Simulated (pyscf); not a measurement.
Elementary routes open to Cl–B(Cl)–Cl + SiH₄ in the gas phase (singlet surface):
A. HCl + H₃Si–B(Cl)–Cl (B–Cl, H–Si broken; Cl–H, B–Si formed)
B. H₃Si–Cl + Cl–BH–Cl (B–Cl, H–Si broken; Cl–Si, B–H formed)

Optimised with ωB97X-D3(BJ)/def2-SVP in PySCF.

Q: Rank the routes by free-energy barrier at 298 K, lowest first, for ωB97M-D3(BJ)/def2-TZVP energies (ideal gas, 1 atm, RRHO with modes under 100 cm⁻¹ raised to 100, one conformer, R ln 2 for chiral ones without a mode under 150 cm⁻¹).

A: B (1.47 eV), A (2.38 eV)

Route B is the fastest of these, ahead of the next by 0.90 eV. The most stable products are those of B (ΔG = -0.21 eV), so kinetics and thermodynamics agree. At 1200 K B is still the fastest. Only these routes are compared; each barrier is that of the saddle found, and lower ones may exist.
